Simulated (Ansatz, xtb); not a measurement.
Two structures of CH4MgSi

We compare a, a singlet given by its coordinates, with b, `C=[SiH][MgH]`, a singlet. Both are isolated molecules in the gas phase, relaxed with r2SCAN-D4/def2-TZVP.

a (Å):

```yaml
atoms:
  - { symbol: C, position_ang: [0.0019, 0.3835, 0.4167] }
  - { symbol: Mg, position_ang: [-1.0608, -0.3626, -1.4762] }
  - { symbol: Si, position_ang: [0.2708, -1.3777, 0.4752] }
  - { symbol: H, position_ang: [-2.0997, -0.0339, -2.7796] }
  - { symbol: H, position_ang: [0.7395, 1.1732, 0.5536] }
  - { symbol: H, position_ang: [-1.0155, 0.7992, 0.5134] }
  - { symbol: H, position_ang: [1.7758, -1.4732, 0.5674] }
```

Close contacts (Å): C1–Mg2 2.30, C1–Si3 1.78, Mg2–Si3 2.57, C1–H5 1.09, C1–H6 1.10, Mg2–H4 1.70, Mg2–H6 2.30, Si3–H7 1.51.

b (Å):

```xyz
7

C    -1.2580    2.9092   -1.2012
Mg   -1.1489    0.1465   -3.7416
Si   -1.3404    1.1976   -1.4230
H    -1.1226    3.5950   -2.0321
H    -1.3345    3.3953   -0.2328
H    -1.5294    0.4531   -0.1396
H    -1.0179   -0.5232   -5.3009
```

Problem. Estimate E(b) − E(a) at the level CCSD(T)/def2-TZVPP.

Solution. Calculated at CCSD(T)/def2-TZVPP: E(b) − E(a) = −1.73 kcal/mol, so structure b lies lower.

Level by level:

```csv
level,geometry,E(b) − E(a) (kcal/mol),departure from the last row (kcal/mol),"job, with rough time for the two"
GFN2-xTB,GFN2-xTB,+1.02,+2.75,"optimisation, 0.51 s"
HF/STO-3G,GFN2-xTB,+8.83,+10.56,"single point, 0.46 s"
r2SCAN-D4/def2-SVP,GFN2-xTB,−6.17,−4.44,"single point, 3.1 s"
r2SCAN-D4/def2-TZVP,r2SCAN-D4/def2-TZVP,−1.34,+0.39,"optimisation, 90 s"
HF/def2-TZVPP,r2SCAN-D4/def2-TZVP,−4.12,−2.39,part of the CCSD(T) run
MP2/def2-TZVPP,r2SCAN-D4/def2-TZVP,−1.29,+0.44,part of the CCSD(T) run
CCSD(T)/def2-TZVPP,r2SCAN-D4/def2-TZVP,−1.73,,"single point, 70 s"
```

GFN2-xTB, HF/STO-3G put the two in the other order. The largest departure from CCSD(T)/def2-TZVPP is that of HF/STO-3G, 10.56 kcal/mol.

With harmonic frequencies from r2SCAN-D4/def2-TZVP (ideal gas, rigid rotor, one conformer each, 298.15 K, 1 atm): on the last row, ΔE + ΔZPE = −1.53, ΔH = −1.40, ΔG = −1.86 kcal/mol.

The correlated steps freeze 7 core orbitals; the last core shell of Mg is correlated, in a basis made for valence electrons. Mirror images aren't counted in ΔG. Programs: Ansatz 0.2.0, xtb 6.7.1; the last row on 2 threads of Intel(R) Xeon(R) Processor @ 2.50GHz (Skylake/Cascade Lake) on a shared host.
